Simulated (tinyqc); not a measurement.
UHF in the sto-3g basis, for OH+, spin multiplicity 3, step by step (part 2 of 2). Computed by tinyqc, a small Python program that keeps every step (integrals from PySCF). Command: `OMP_NUM_THREADS=1 python tinyqc.py 21166 21167 out.jsonl` (the two numbers bound the seeds that draw the settings). One thread of a shared host (Intel(R) Xeon(R) Processor @ 2.60GHz), about 0.7 s of CPU time with the checks.

Geometry (angstrom):
```
atom         x         y         z
O     0.000000  0.000000  0.000000
H     0.000000  0.000000  1.937000
```

## Iteration 3: building the Fock matrix

D(alpha) after iteration 2, order 1O 1s, 1O 2s, 1O 2px, 1O 2py, 1O 2pz, 2H 1s:
```
[[1.059027, -0.249337, 0.000841, -0.000003, 0.005317, -0.007882],
 [-0.249337, 1.053535, -0.004166, 0.000016, -0.025088, 0.025708],
 [0.000841, -0.004166, 0.998765, 0.000005, -0.009997, 0.034745],
 [-0.000003, 0.000016, 0.000005, 1.000000, 0.000037, -0.000129],
 [0.005317, -0.025088, -0.009997, 0.000037, 0.928125, 0.185328],
 [-0.007882, 0.025708, 0.034745, -0.000129, 0.185328, 0.039266]]
```

D(beta) after iteration 2, order 1O 1s, 1O 2s, 1O 2px, 1O 2py, 1O 2pz, 2H 1s:
```
[[1.056817, -0.240679, -0.007442, 0.032231, -0.029843, -0.010133],
 [-0.240679, 1.019588, 0.027619, -0.129204, 0.113070, 0.034991],
 [-0.007442, 0.027619, 0.272053, 0.360697, 0.227690, 0.102436],
 [0.032231, -0.129204, 0.360697, 0.505277, 0.287202, 0.131798],
 [-0.029843, 0.113070, 0.227690, 0.287202, 0.198526, 0.087911],
 [-0.010133, 0.034991, 0.102436, 0.131798, 0.087911, 0.039167]]
```

core Hamiltonian H = T + V (hartree), order 1O 1s, 1O 2s, 1O 2px, 1O 2py, 1O 2pz, 2H 1s:
```
[[-31.888449, -7.415757, 0.000000, 0.000000, -0.003791, -0.183049],
 [-7.415757, -8.516984, 0.000000, 0.000000, -0.047852, -0.533196],
 [0.000000, 0.000000, -6.717860, 0.000000, 0.000000, 0.000000],
 [0.000000, 0.000000, 0.000000, -6.717860, 0.000000, 0.000000],
 [-0.003791, -0.047852, 0.000000, 0.000000, -6.736027, -0.476154],
 [-0.183049, -0.533196, 0.000000, 0.000000, -0.476154, -2.650997]]
```

Two-electron integrals (ij|kl) in chemists' order, unique and non-zero (hartree):
```
(11|11) 4.785065   (21|11) 0.741380   (21|21) 0.136873   (22|11) 1.118947
(22|21) 0.256633   (22|22) 0.817206   (31|31) 0.024477   (32|31) 0.037809
(32|32) 0.180518   (33|11) 1.115814   (33|21) 0.256684   (33|22) 0.817023
(33|33) 0.880159   (41|41) 0.024477   (42|41) 0.037809   (42|42) 0.180518
(43|43) 0.047444   (44|11) 1.115814   (44|21) 0.256684   (44|22) 0.817023
(44|33) 0.785270   (44|44) 0.880159   (51|51) 0.024477   (52|51) 0.037809
(52|52) 0.180518   (53|53) 0.047444   (54|54) 0.047444   (55|11) 1.115814
(55|21) 0.256684   (55|22) 0.817023   (55|33) 0.785270   (55|44) 0.785270
(55|55) 0.880159   (61|11) 0.018323   (61|21) 0.003358   (61|22) 0.006271
(61|33) 0.006262   (61|44) 0.006262   (61|51) 0.000152   (61|52) 0.000288
(61|55) 0.006289   (61|61) 0.000083   (62|11) 0.059299   (62|21) 0.013837
(62|22) 0.050906   (62|33) 0.050051   (62|44) 0.050051   (62|51) 0.001031
(62|52) 0.008896   (62|55) 0.052563   (62|61) 0.000347   (62|62) 0.004574
(63|31) 0.001250   (63|32) 0.007982   (63|53) 0.001771   (63|63) 0.000576
(64|41) 0.001250   (64|42) 0.007982   (64|54) 0.001771   (64|64) 0.000576
(65|11) 0.052220   (65|21) 0.012314   (65|22) 0.048323   (65|33) 0.046495
(65|44) 0.046495   (65|51) 0.001923   (65|52) 0.014837   (65|55) 0.051926
(65|61) 0.000317   (65|62) 0.005249   (65|65) 0.006500   (66|11) 0.273043
(66|21) 0.064625   (66|22) 0.272606   (66|33) 0.266864   (66|44) 0.266864
(66|51) 0.003766   (66|52) 0.047041   (66|55) 0.284034   (66|61) 0.001613
(66|62) 0.035276   (66|65) 0.047050   (66|66) 0.774606
```

nuclear repulsion = 2.18555379 hartree

J_ij = sum D_kl (ij|kl) with D = D(alpha) + D(beta), K_ij = sum D_kl (ik|jl) for each spin; F = H + J - K(s); E = tr D H + tr D J / 2 - 0.5 sum_s tr D(s) K(s) + E_nn.

Coulomb J (hartree), order 1O 1s, 1O 2s, 1O 2px, 1O 2py, 1O 2pz, 2H 1s:
```
[[16.128818, 2.981667, 0.001793, -0.007862, 0.006918, 0.073328],
 [2.981667, 7.052552, 0.010158, -0.042103, 0.042777, 0.423301],
 [0.001793, 0.010158, 7.040604, 0.034227, 0.021143, 0.001287],
 [-0.007862, -0.042103, 0.034227, 7.062852, 0.027722, -0.000812],
 [0.006918, 0.042777, 0.021143, 0.027722, 7.031543, 0.396562],
 [0.073328, 0.423301, 0.001287, -0.000812, 0.396562, 2.239160]]
```

exchange K(alpha) (hartree), order 1O 1s, 1O 2s, 1O 2px, 1O 2py, 1O 2pz, 2H 1s:
```
[[4.913592, 0.853335, -0.000007, 0.000000, 0.000120, 0.022923],
 [0.853335, 1.412166, -0.001891, 0.000007, -0.009398, 0.098219],
 [-0.000007, -0.001891, 1.168872, 0.000004, -0.006648, 0.008574],
 [0.000000, 0.000007, 0.000004, 1.169900, 0.000025, -0.000032],
 [0.000120, -0.009398, -0.006648, 0.000025, 1.129213, 0.116295],
 [0.022923, 0.098219, 0.008574, -0.000032, 0.116295, 0.061302]]
```

exchange K(beta) (hartree), order 1O 1s, 1O 2s, 1O 2px, 1O 2py, 1O 2pz, 2H 1s:
```
[[4.863403, 0.780008, 0.000417, -0.000307, -0.000086, 0.019619],
 [0.780008, 1.035517, 0.031304, -0.111746, 0.112001, 0.080875],
 [0.000417, 0.031304, 0.465432, 0.300358, 0.194545, 0.039932],
 [-0.000307, -0.111746, 0.300358, 0.659640, 0.245519, 0.041854],
 [-0.000086, 0.112001, 0.194545, 0.245519, 0.413721, 0.057147],
 [0.019619, 0.080875, 0.039932, 0.041854, 0.057147, 0.048538]]
```

F(alpha) (hartree), order 1O 1s, 1O 2s, 1O 2px, 1O 2py, 1O 2pz, 2H 1s:
```
[[-20.673224, -5.287425, 0.001800, -0.007862, 0.003007, -0.132644],
 [-5.287425, -2.876599, 0.012050, -0.042110, 0.004324, -0.208114],
 [0.001800, 0.012050, -0.846127, 0.034223, 0.027790, -0.007287],
 [-0.007862, -0.042110, 0.034223, -0.824908, 0.027698, -0.000780],
 [0.003007, 0.004324, 0.027790, 0.027698, -0.833697, -0.195887],
 [-0.132644, -0.208114, -0.007287, -0.000780, -0.195887, -0.473139]]
```

F(beta) (hartree), order 1O 1s, 1O 2s, 1O 2px, 1O 2py, 1O 2pz, 2H 1s:
```
[[-20.623034, -5.214097, 0.001376, -0.007555, 0.003214, -0.129340],
 [-5.214097, -2.499949, -0.021146, 0.069643, -0.117075, -0.190769],
 [0.001376, -0.021146, -0.142688, -0.266131, -0.173403, -0.038645],
 [-0.007555, 0.069643, -0.266131, -0.314649, -0.217797, -0.042667],
 [0.003214, -0.117075, -0.173403, -0.217797, -0.118204, -0.136739],
 [-0.129340, -0.190769, -0.038645, -0.042667, -0.136739, -0.460376]]
```

total energy of this density = -73.83189079 hartree

## Iteration 3: diagonalisation and new density

X, order 1O 1s, 1O 2s, 1O 2px, 1O 2py, 1O 2pz, 2H 1s:
```
[[1.021970, -0.123088, 0.000000, 0.000000, -0.000422, 0.005055],
 [-0.123088, 1.024905, 0.000000, 0.000000, 0.003181, -0.044664],
 [0.000000, 0.000000, 1.000000, 0.000000, 0.000000, 0.000000],
 [0.000000, 0.000000, 0.000000, 1.000000, 0.000000, 0.000000],
 [-0.000422, 0.003181, 0.000000, 0.000000, 1.003379, -0.047670],
 [0.005055, -0.044664, 0.000000, 0.000000, -0.047670, 1.006263]]
```

Diagonalise F' = X^T F X, C = X C', fill 5 alpha and 3 beta electrons from the bottom; D(s) = C_occ C_occ^T. Each column has its largest component positive (the first on a tie).

F' = X^T F X (alpha) (hartree):
```
[[-20.306058, -2.650836, 0.000308, -0.002867, -0.000156, 0.009024],
 [-2.650836, -1.984104, 0.012542, -0.042068, 0.012538, -0.090354],
 [0.000308, 0.012542, -0.846127, 0.034223, 0.028269, -0.009187],
 [-0.002867, -0.042068, 0.034223, -0.824908, 0.027698, -0.000265],
 [-0.000156, 0.012538, 0.028269, 0.027698, -0.821613, -0.136585],
 [0.009024, -0.090354, -0.009187, -0.000265, -0.136585, -0.448691]]
```

orbital energies (alpha) (hartree): [-20.681879, -1.617722, -0.882592, -0.869153, -0.783715, -0.396440]

coefficients C (alpha), order 1O 1s, 1O 2s, 1O 2px, 1O 2py, 1O 2pz, 2H 1s:
```
[[0.994574, -0.263781, 0.005201, -0.009956, 0.011055, 0.024332],
 [0.021990, 1.023957, -0.025104, 0.038061, -0.047356, -0.119558],
 [-0.000105, -0.017257, -0.441819, 0.713960, 0.541278, -0.042160],
 [0.000441, 0.052691, -0.154513, -0.654721, 0.737838, -0.016884],
 [-0.000061, -0.004084, 0.837084, 0.221149, 0.363664, -0.356606],
 [-0.001075, 0.032637, 0.215595, 0.085026, 0.140480, 0.970745]]
```

F' = X^T F X (beta) (hartree):
```
[[-20.266381, -2.626618, 0.003887, -0.016417, 0.015059, 0.008522],
 [-2.626618, -1.608528, -0.020668, 0.073520, -0.112341, -0.083749],
 [0.003887, -0.020668, -0.142688, -0.266131, -0.172214, -0.029669],
 [-0.016417, 0.073520, -0.266131, -0.314649, -0.216274, -0.035700],
 [0.015059, -0.112341, -0.172214, -0.216274, -0.107682, -0.106067],
 [0.008522, -0.083749, -0.029669, -0.035700, -0.106067, -0.441138]]
```

orbital energies (beta) (hartree): [-20.629102, -1.270962, -0.680415, -0.408365, 0.048855, 0.058923]

coefficients C (beta), order 1O 1s, 1O 2s, 1O 2px, 1O 2py, 1O 2pz, 2H 1s:
```
[[0.995526, -0.257833, 0.019303, 0.032673, -0.023956, -0.005972],
 [0.018265, 1.014094, -0.084662, -0.152050, 0.090316, 0.020562],
 [-0.000046, 0.026915, 0.488959, -0.218963, -0.383620, 0.751722],
 [0.000305, -0.042634, 0.666863, -0.284874, 0.664282, -0.176217],
 [0.000035, 0.100635, 0.432429, -0.088672, -0.633916, -0.634207],
 [-0.000953, 0.063761, 0.317935, 0.938719, 0.120929, 0.126060]]
```

D(alpha) after iteration 3, order 1O 1s, 1O 2s, 1O 2px, 1O 2py, 1O 2pz, 2H 1s:
```
[[1.059007, -0.249263, 0.001026, 0.000411, 0.007189, -0.007850],
 [-0.249263, 1.053293, -0.005041, -0.002019, -0.034002, 0.024567],
 [0.001026, -0.005041, 0.998223, -0.000712, -0.015034, 0.040926],
 [0.000411, -0.002019, -0.000712, 0.999715, -0.006021, 0.016390],
 [0.007189, -0.034002, -0.015034, -0.006021, 0.881885, 0.250229],
 [-0.007850, 0.024567, 0.040926, 0.016390, 0.250229, 0.074512]]
```

D(beta) after iteration 3, order 1O 1s, 1O 2s, 1O 2px, 1O 2py, 1O 2pz, 2H 1s:
```
[[1.057922, -0.244918, 0.002454, 0.024169, -0.017565, -0.011251],
 [-0.244918, 1.035888, -0.014103, -0.099687, 0.065444, 0.037725],
 [0.002454, -0.014103, 0.239805, 0.324921, 0.214149, 0.157173],
 [0.024169, -0.099687, 0.324921, 0.446524, 0.284080, 0.209300],
 [-0.017565, 0.065444, 0.214149, 0.284080, 0.197122, 0.143901],
 [-0.011251, 0.037725, 0.157173, 0.209300, 0.143901, 0.105149]]
```

## Iteration 4: building the Fock matrix

As before.

Coulomb J (hartree), order 1O 1s, 1O 2s, 1O 2px, 1O 2py, 1O 2pz, 2H 1s:
```
[[16.030590, 2.959207, -0.000782, -0.005923, 0.004184, 0.072758],
 [2.959207, 6.990225, -0.003486, -0.031258, 0.031811, 0.420844],
 [-0.000782, -0.003486, 6.978562, 0.030764, 0.019596, 0.000637],
 [-0.005923, -0.031258, 0.030764, 6.998319, 0.027184, -0.000317],
 [0.004184, 0.031811, 0.019596, 0.027184, 6.971150, 0.395275],
 [0.072758, 0.420844, 0.000637, -0.000317, 0.395275, 2.289939]]
```

exchange K(alpha) (hartree), order 1O 1s, 1O 2s, 1O 2px, 1O 2py, 1O 2pz, 2H 1s:
```
[[4.912437, 0.851647, -0.000007, -0.000003, 0.000161, 0.023069],
 [0.851647, 1.404706, -0.002351, -0.000942, -0.013244, 0.101352],
 [-0.000007, -0.002351, 1.166380, -0.000593, -0.010544, 0.009935],
 [-0.000003, -0.000942, -0.000593, 1.167623, -0.004223, 0.003979],
 [0.000161, -0.013244, -0.010544, -0.004223, 1.095372, 0.133760],
 [0.023069, 0.101352, 0.009935, 0.003979, 0.133760, 0.094235]]
```

exchange K(beta) (hartree), order 1O 1s, 1O 2s, 1O 2px, 1O 2py, 1O 2pz, 2H 1s:
```
[[4.862374, 0.776275, -0.000175, -0.000225, 0.000345, 0.019697],
 [0.776275, 1.031677, -0.004225, -0.080178, 0.072369, 0.084246],
 [-0.000175, -0.004225, 0.437121, 0.270567, 0.185911, 0.051571],
 [-0.000225, -0.080178, 0.270567, 0.609258, 0.246660, 0.064083],
 [0.000345, 0.072369, 0.185911, 0.246660, 0.417137, 0.073453],
 [0.019697, 0.084246, 0.051571, 0.064083, 0.073453, 0.104624]]
```

F(alpha) (hartree), order 1O 1s, 1O 2s, 1O 2px, 1O 2py, 1O 2pz, 2H 1s:
```
[[-20.770297, -5.308196, -0.000775, -0.005920, 0.000232, -0.133360],
 [-5.308196, -2.931466, -0.001135, -0.030316, -0.002796, -0.213703],
 [-0.000775, -0.001135, -0.905678, 0.031357, 0.030140, -0.009298],
 [-0.005920, -0.030316, 0.031357, -0.887164, 0.031407, -0.004296],
 [0.000232, -0.002796, 0.030140, 0.031407, -0.860248, -0.214639],
 [-0.133360, -0.213703, -0.009298, -0.004296, -0.214639, -0.455293]]
```

F(beta) (hartree), order 1O 1s, 1O 2s, 1O 2px, 1O 2py, 1O 2pz, 2H 1s:
```
[[-20.720233, -5.232824, -0.000607, -0.005698, 0.000049, -0.129988],
 [-5.232824, -2.558436, 0.000739, 0.048920, -0.088410, -0.196597],
 [-0.000607, 0.000739, -0.176419, -0.239803, -0.166315, -0.050934],
 [-0.005698, 0.048920, -0.239803, -0.328799, -0.219476, -0.064400],
 [0.000049, -0.088410, -0.166315, -0.219476, -0.182014, -0.154332],
 [-0.129988, -0.196597, -0.050934, -0.064400, -0.154332, -0.465682]]
```

total energy of this density = -73.85294616 hartree

## Iteration 4: DIIS over 2 matrices

error matrix X^T (FDS - SDF) X (alpha):
```
[[0.000000, 0.000039, 0.000021, -0.000047, -0.000034, 0.000069],
 [-0.000039, 0.000000, 0.000008, 0.000401, 0.001432, -0.004133],
 [-0.000021, -0.000008, 0.000000, 0.000229, 0.000790, -0.002277],
 [0.000047, -0.000401, -0.000229, 0.000000, -0.001371, 0.004238],
 [0.000034, -0.001432, -0.000790, 0.001371, 0.000000, 0.001000],
 [-0.000069, 0.004133, 0.002277, -0.004238, -0.001000, 0.000000]]
```

B (overlaps of the stored error matrices):
```
[[2.1176681e-02, 9.9845669e-03],
 [9.9845669e-03, 6.1970876e-03]]
```

Minimise |sum c_i e_i|^2 with sum c_i = 1: solve [B -1; -1 0][c; lambda] = [0; -1] with B_ij = tr e_i^T e_j summed over both spins, and take F = sum c_i F_i.

DIIS coefficients: [-0.511501, 1.511501]

extrapolated F(alpha) (hartree), order 1O 1s, 1O 2s, 1O 2px, 1O 2py, 1O 2pz, 2H 1s:
```
[[-20.819950, -5.318821, -0.002092, -0.004927, -0.001187, -0.133726],
 [-5.318821, -2.959530, -0.007879, -0.024284, -0.006438, -0.216562],
 [-0.002092, -0.007879, -0.936139, 0.029891, 0.031341, -0.010327],
 [-0.004927, -0.024284, 0.029891, -0.919008, 0.033304, -0.006094],
 [-0.001187, -0.006438, 0.031341, 0.033304, -0.873829, -0.224230],
 [-0.133726, -0.216562, -0.010327, -0.006094, -0.224230, -0.446165]]
```

extrapolated F(beta) (hartree), order 1O 1s, 1O 2s, 1O 2px, 1O 2py, 1O 2pz, 2H 1s:
```
[[-20.769951, -5.242403, -0.001622, -0.004748, -0.001570, -0.130319],
 [-5.242403, -2.588353, 0.011933, 0.038320, -0.073747, -0.199578],
 [-0.001622, 0.011933, -0.193673, -0.226336, -0.162690, -0.057220],
 [-0.004748, 0.038320, -0.226336, -0.336038, -0.220334, -0.075517],
 [-0.001570, -0.073747, -0.162690, -0.220334, -0.214652, -0.163331],
 [-0.130319, -0.199578, -0.057220, -0.075517, -0.163331, -0.468396]]
```

## Iteration 4: diagonalisation and new density

As before.

F' = X^T F X (alpha) (hartree):
```
[[-20.452657, -2.655330, -0.001234, -0.002091, -0.003265, 0.009494],
 [-2.655330, -2.064764, -0.007257, -0.023904, 0.003348, -0.096253],
 [-0.001234, -0.007257, -0.936139, 0.029891, 0.031915, -0.011544],
 [-0.002091, -0.023904, 0.029891, -0.919008, 0.033632, -0.006660],
 [-0.003265, 0.003348, 0.031915, 0.033632, -0.859307, -0.164211],
 [0.009494, -0.096253, -0.011544, -0.006660, -0.164211, -0.418200]]
```

orbital energies (alpha) (hartree): [-20.828427, -1.697160, -0.959265, -0.945767, -0.863351, -0.356104]

coefficients C (alpha), order 1O 1s, 1O 2s, 1O 2px, 1O 2py, 1O 2pz, 2H 1s:
```
[[0.994642, -0.263793, -0.003108, 0.001436, 0.012608, 0.023008],
 [0.021728, 1.025062, 0.013021, -0.009589, -0.055282, -0.114218],
 [0.000112, 0.008795, 0.852793, -0.210555, 0.476428, -0.036738],
 [0.000272, 0.029864, -0.493638, -0.622796, 0.605568, -0.029015],
 [0.000158, 0.008581, -0.164982, 0.715355, 0.583554, -0.359849],
 [-0.001057, 0.031961, -0.029077, 0.179121, 0.205410, 0.969903]]
```

F' = X^T F X (beta) (hartree):
```
[[-20.414032, -2.627161, -0.003347, -0.009858, 0.004710, 0.009136],
 [-2.627161, -1.695401, 0.014468, 0.042531, -0.066168, -0.090812],
 [-0.003347, 0.014468, -0.193673, -0.226336, -0.160474, -0.050364],
 [-0.009858, 0.042531, -0.226336, -0.336038, -0.217355, -0.067222],
 [0.004710, -0.066168, -0.160474, -0.217355, -0.201975, -0.129985],
 [0.009136, -0.090812, -0.050364, -0.067222, -0.129985, -0.446126]]
```

orbital energies (beta) (hartree): [-20.775766, -1.348920, -0.727586, -0.380019, -0.027598, -0.027355]

coefficients C (beta), order 1O 1s, 1O 2s, 1O 2px, 1O 2py, 1O 2pz, 2H 1s:
```
[[0.995629, -0.258710, 0.018193, 0.030395, -0.007310, -0.009092],
 [0.017857, 1.019068, -0.083046, -0.142073, 0.024925, 0.032641],
 [0.000069, -0.003375, 0.447649, -0.270802, 0.707678, -0.474824],
 [0.000198, -0.022288, 0.610360, -0.365688, -0.056434, 0.700037],
 [0.000224, 0.063015, 0.468484, -0.126895, -0.699643, -0.529153],
 [-0.000928, 0.060698, 0.412816, 0.894892, 0.163922, 0.122692]]
```

D(alpha) after iteration 4, order 1O 1s, 1O 2s, 1O 2px, 1O 2py, 1O 2pz, 2H 1s:
```
[[1.059070, -0.249544, 0.000845, 0.000668, 0.006791, -0.006545],
 [-0.249544, 1.054541, -0.004196, -0.003314, -0.032469, 0.019287],
 [0.000845, -0.004196, 0.998650, -0.001066, -0.013220, 0.035633],
 [0.000668, -0.003314, -0.001066, 0.999158, -0.010441, 0.028142],
 [0.006791, -0.032469, -0.013220, -0.010441, 0.879562, 0.253074],
 [-0.006545, 0.019287, 0.035633, 0.028142, 0.253074, 0.076146]]
```

D(beta) after iteration 4, order 1O 1s, 1O 2s, 1O 2px, 1O 2py, 1O 2pz, 2H 1s:
```
[[1.058539, -0.247375, 0.009087, 0.017067, -0.007556, -0.009116],
 [-0.247375, 1.045715, -0.040614, -0.073397, 0.025315, 0.027556],
 [0.009087, -0.040614, 0.200401, 0.273302, 0.209504, 0.184592],
 [0.017067, -0.073397, 0.273302, 0.373036, 0.284539, 0.250613],
 [-0.007556, 0.025315, 0.209504, 0.284539, 0.223448, 0.197222],
 [-0.009116, 0.027556, 0.184592, 0.250613, 0.197222, 0.174102]]
```

## Convergence

Stop when the energy changes by less than 1e-10 hartree and every element of the error matrix X^T (F D S - S D F) X (for each spin) is below 3e-06.

Course of the cycle:
```
iteration   E (hartree)     change  largest element of the error matrix
1          -60.91978503          -                             7.26e+00
2          -73.75656534  -1.28e+01                             1.83e-01
3          -73.83189079  -7.53e-02                             5.99e-02
4          -73.85294616  -2.11e-02                             3.22e-02
5          -73.86404158  -1.11e-02                             2.33e-02
6          -73.87116362  -7.12e-03                             2.36e-02
7          -73.85588301   1.53e-02                             2.12e-02
8          -73.85328658   2.60e-03                             2.06e-02
9          -73.85724362  -3.96e-03                             1.87e-02
10         -73.85393690   3.31e-03                             2.71e-02
11         -73.84666985   7.27e-03                             3.19e-02
12         -73.86196538  -1.53e-02                             1.97e-02
13         -73.85551502   6.45e-03                             2.12e-02
14         -73.85624472  -7.30e-04                             2.16e-02
...                 ...        ...                                  ...
41         -73.88665970  -3.60e-04                             7.05e-03
42         -73.88692145  -2.62e-04                             7.55e-03
43         -73.88724894  -3.27e-04                             8.32e-03
44         -73.88622718   1.02e-03                             6.49e-03
45         -73.88644743  -2.20e-04                             6.83e-03
46         -73.88645773  -1.03e-05                             6.82e-03
47         -73.88681743  -3.60e-04                             7.78e-03
48         -73.87882664   7.99e-03                             2.09e-02
49         -73.88522191  -6.40e-03                             7.29e-03
50         -73.88429035   9.32e-04                             9.15e-03
51         -73.88434030  -4.99e-05                             9.06e-03
52         -73.88545271  -1.11e-03                             6.77e-03
53         -73.88461965   8.33e-04                             8.34e-03
54         -73.88417967   4.40e-04                             9.31e-03
```

PySCF UHF in the same basis, after a stability check = -73.88641565 hartree

Not converged within the cap of 54 iterations: the residual wanders without falling. Reruns (cap 100 unless said): damping 0.5: converged in 93; level shift 0.5: not converged; atomic densities as start, DIIS 8: not converged; the original settings with a cap of 400: not converged.
